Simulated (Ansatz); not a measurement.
Calculated with Ansatz (gas phase, PBE0-D4/def2-TZVP geometries, no zero-point term in ΔE). CBS: MP2 limit from def2 TZ/QZ plus the TZ coupled-cluster correction, frozen cores. This one scheme is used for every species. Double bonds are as drawn, so ΔE can hold a change between cis and trans. Functionals use def2-TZVPP. B3LYP here is the variant with VWN-RPA as its local correlation; programs differ in this. One conformer a species, not always the lowest.

Reaction (substitution at a C–C bond): `F/C=C\C=C/F` + HCl → `F/C=C/Cl` + `C=CF`

| level | ΔE (eV) |
| --- | --- |
| B3LYP | 0.64 |
| MP2/def2-TZVPP | 0.71 |
| HF/def2-QZVPP | 0.63 |
| MP2/def2-QZVPP | 0.70 |

What does CCSD(T)/CBS give? (Estimate.)

Computed: +0.67 eV. The listed levels differ from it by -0.03, 0.04, -0.04, 0.03 eV.

Largest T1 diagnostic among the species: 0.013.

The D4 term adds +0.03 eV with B3LYP and +0.02 eV with PBE0; it sums over pairs of atoms, weighted by their polarisabilities, and B3LYP, whose exchange is more repulsive, gets the larger term. In def2-TZVPP, CCSD(T) changes the Hartree–Fock value by +0.06 eV (the triples alone add +0.01 eV) and MP2 by +0.09 eV.
